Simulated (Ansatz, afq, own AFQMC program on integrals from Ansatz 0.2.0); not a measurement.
AFQMC on a folder of integrals that Ansatz 0.2.0 wrote.

```yaml
crystal:
  periodic: [false, false, false]
  atoms:
    - {symbol: Si, position_ang: [0.000000, 0.000000, 0.000000]}
    - {symbol: H, position_ang: [2.556765, 0.024713, -0.000167]}
    - {symbol: H, position_ang: [-1.299784, 2.201861, -0.005046]}
    - {symbol: H, position_ang: [-1.256980, -2.226574, 0.005213]}
basis:
  gaussian: {orbitals: cc-pVDZ}
total_charge: 1
magnetization: {spin_polarized: true, initial_magnetization: 0}
correlation: {method: ccsd_t, electrons: outside_noble_gas, hamiltonian_folder: ham}
```

```sh
$ ansatz run in.yaml --threads 1 --pin off --events-out ev --progress --plain --max-ram 16896MiB --backend cuda --devices 0, --max-vram 18GiB
```

afq runs on the folder ham with

```
--method phaseless --trial cisd --walkers 4000 --populations 20 --least-time 60 --time-step 0.005 --steps-per-block 50 --equilibration-blocks 40 --max-blocks 4000 --target-error 0.00029 --factor-cut 1e-05 --start spin_pure --seed 7266 --release-times 0.24,0.51,0.99,1.62,2.4 --release-step 0.03 --release-every 3 --taylor-order 6
```

Times are imaginary, in 1/Eh. The walk had a cap of 122 s. With eight or more populations the least sampling time is a fifth of least-time, and the error comes from their spread.

Log:

```
orbitals 28  electrons 3 3  factors 164 of 311
reference energy -290.08506531 Eh
CCSD correlation -0.07911650 Eh in 23 cycles, weight of the determinant in the CISD state 0.6791
energy of the start -290.139972 Eh
 block  time / (1/Eh)  mean weight  energy / Eh
     1     0.250  1.0001  -290.148232
     2     0.500  1.0001  -290.153975
     3     0.750  1.0002  -290.158659
     4     1.000  1.0001  -290.161930
     5     1.250  1.0000  -290.164683
     8     2.000  0.9998  -290.169605
    11     2.750  1.0000  -290.171848
    15     3.750  0.9999  -290.174024
    17     4.250  1.0001  -290.174479
    23     5.750  1.0001  -290.176024
    29     7.250  1.0000  -290.177156
    35     8.750  1.0001  -290.176529
    41    10.250  1.0000  -290.177779
    47    11.750  0.9997  -290.177546
    53    13.250  0.9998  -290.177904
    59    14.750  1.0001  -290.177360
    65    16.250  1.0000  -290.178415
    69    17.250  1.0002  -290.178622
    71    17.750  0.9998  -290.178094
    77    19.250  1.0000  -290.177631
    83    20.750  1.0002  -290.177412
    89    22.250  1.0001  -290.178598
error from the spread of 20 populations
released: time / (1/Eh)  energy / Eh  error  mean overlap
  0.24  -290.178118  0.000189  0.9999
  0.51  -290.178549  0.000187  0.9991
  0.99  -290.178950  0.000135  0.9992
  1.62  -290.179654  0.000184  0.9984
  2.40  -290.180249  0.000287  0.9982
energy -290.177822 +/- 0.000174 Eh
(rows thinned)
```

The run passed its tests (sampling time, drift between the halves within three errors, error under three times the target), which doesn't prove that it has relaxed.

Against this walk (error 4.7 meV) on the same determinant: CCSD(T) 230.1 meV higher, CCSDT(Q) 90.3 meV lower, CCSDTQ 128.8 meV lower, full CI 134.8 meV lower. The error is statistical and leaves out the bias of the constraint. The determinant has ⟨S²⟩ = 1.73, so the low cluster orders mix in higher spin, while the walk starts as a pure singlet. The released energies are still falling (meV from the phaseless value at times in 1/Eh: -8 ± 5 at 0.24, -20 ± 5 at 0.51, -31 ± 4 at 0.99, -50 ± 5 at 1.62, -66 ± 8 at 2.40), so they give no level; they do show a bias of the constraint, and the last of them that isn't too noisy lies 69 meV above full CI. Full CI is exact here, so the walk's 135 meV above it is the walk's own error: the bias of the constraint with this trial. The determinant is a poor start (see the cautions), so the low cluster orders aren't to be relied on, and full CI is the sure value.

Cautions: constraint bias not in the error; strong correlation (T1 0.102, weight of the determinant 0.68, largest double 0.22); (T) is large, 7 % of the CCSD correlation; unrestricted determinant spin contaminated (⟨S²⟩ 1.73 against 0.00); CCSD(T) is in doubt: in a space of 6 electrons in 8 natural orbitals full CI lies 269 meV below it; the CCSDTQ amplitudes may be one of several solutions (largest double 0.54).

The walk took 36 s on 1 × NVIDIA H100 80GB HBM3 with 2 threads of AMD EPYC 7R13 Processor (Zen 3), with other jobs on the host (the card was shared). The log's last line is the phaseless energy.

CCSDT and higher add their correlation energy to the determinant of the CCSD(T) run, since their own runs factorise the integrals more tightly (a shift of under 2 meV). A walk keeps the symmetry of its determinant, which the program's search chose and which needn't be the lowest solution, so a lower state of the same spin and another symmetry isn't excluded.
